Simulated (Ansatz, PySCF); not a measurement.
## PBE against other levels and measurement: zinc-blende AlP

Programs: Ansatz (a quantum-chemistry and plane-wave program), PySCF.

Task: For which of these properties of zinc-blende AlP does PBE miss the measurement, in which direction and by how much: lattice constant a, cohesive energy, band gap, high-frequency dielectric constant, static dielectric constant, Born effective charge (magnitude), direct gap at Γ?

Result: PBE is well off the measurement for the lattice constant a (+1.05 %, at least halved by LDA, HSE06); band gap (-0.95 eV, at least halved by HSE06).  In between, or not called against an uncorrected reference: cohesive energy (-0.21 eV/atom), high-frequency dielectric constant (+7.7 %), static dielectric constant (+8.3 %), Born effective charge (magnitude) (-1.3 %), direct gap at Γ (-0.34 eV).

```
property                                                                    PBE     LDA   HSE06          reference  PBE less reference
--------------------------------------------------------------  ---------------  ------  ------  -----------------  ------------------
lattice constant a (Å)                                                    5.508   5.434   5.476              5.451             +1.05 %
bulk modulus (GPa)                                                         82.6    90.0    90.8                  –                   –
cohesive energy (eV/atom)                                                  4.11    4.81    4.12   4.32 (4.20–4.32)       -0.21 eV/atom
band gap (eV), at the measured cell                             1.59 (indirect)    1.45    2.27               2.54            -0.95 eV
high-frequency dielectric constant                                         8.12    8.33       –              7.54*              +7.7 %
dielectric constant ε0 (ions relaxed)                                      10.4    10.5       –               9.6*              +8.3 %
Born effective charge (magnitude) (e)                                      2.25    2.22       –  2.28* (2.15–2.28)              -1.3 %
zone-centre TO phonon frequency (cm⁻¹)                                      427     440     444                  –                   –
LO(Γ) frequency (cm⁻¹)                                                      482     494       –                  –                   –
elastic constant C11 (GPa)                                                  125     133     138                  –                   –
elastic constant C44 (GPa)                                                 60.5    61.5    65.8                  –                   –
polycrystal shear modulus (GPa)                                            46.9    47.2    51.1                  –                   –
enthalpy of formation (eV/atom)                                          -0.633  -0.603  -0.733     -0.852 ± 0.01*          not scored
Γ–Γ gap (eV), at the measured cell                                         3.29    3.09    4.23               3.63            -0.34 eV
quasi-harmonic linear expansion coefficient at 300 K (×10⁻⁶/K)             3.81    3.01       –                  –                   –
```

Where no measured value is used, PBE differs from HSE06 by -9.0 % in the bulk modulus; from HSE06 by -3.8 % in the zone-centre TO phonon frequency; from LDA by -2.4 % in the zone-centre LO phonon frequency; from HSE06 by -9.4 % in the elastic constant C11; from HSE06 by -8.1 % in the elastic constant C44; from HSE06 by -8.2 % in the Voigt–Reuss–Hill shear modulus; from LDA by +27 % in the quasi-harmonic linear expansion coefficient at 300 K.

A star marks values at room or unstated temperature without corrections; heat and zero-point motion as a rule enlarge cells and lower moduli and gaps.

Low-temperature values still hold zero-point motion unless their source removed it.

The measured gap has a computed or estimated zero-point shift taken out.

Called good within 0.30 % for the lattice constant a, 0.10 eV/atom for the cohesive energy (and 5 % of it), 0.10 eV for the band gap (and a fifth of it), 0.10 eV for the direct gap at Γ (and a fifth of it).

Called well off beyond 0.62 % for the lattice constant a, 0.29 eV/atom for the cohesive energy, 0.25 eV for the band gap, 25 % for the high-frequency dielectric constant, 25 % for the static dielectric constant, 29 % for the Born effective charge (magnitude), 0.64 eV for the direct gap at Γ (bounds picked here from the quality of each reference).

Not scored: formation enthalpy (a doubt on the run).

Brackets give the range of the sources taken for a reference, where it is wide.

Differences are worked out from the printed values.

The references are measured values: lattice constant a corrected to a static lattice, cohesive energy corrected to a static lattice, band gap corrected to a static lattice, high-frequency dielectric constant room temperature, static dielectric constant temperature unstated, Born effective charge (magnitude) temperature unstated, formation enthalpy room temperature, unchecked, direct gap at Γ low temperature.

Unless a row names a cell, each level is at its own relaxed cell.

Density-functional gaps are differences of (generalised) Kohn–Sham levels.

Caveats: an element's reference phase differs from the standard state of thermochemical tables (PBE, LDA, HSE06); exact exchange on metals is sensitive to the k mesh and can open a false gap (HSE06); the run warned that the count of filled bands differs between k points (HSE06). Ansatz's density-functional and Hartree–Fock values are scalar-relativistic unless marked +SOC, with PAW data made under PBE.

References as tabulated in, or derived from, Mejia-Rodriguez and Trickey (2018), arXiv:1807.09216; Chen et al. (2018), doi:10.1103/physrevmaterials.2.073803; Skelton et al. (2020), arXiv:2005.00277; Yamaguchi and Ishii (2022), arXiv:2203.10441 and others.
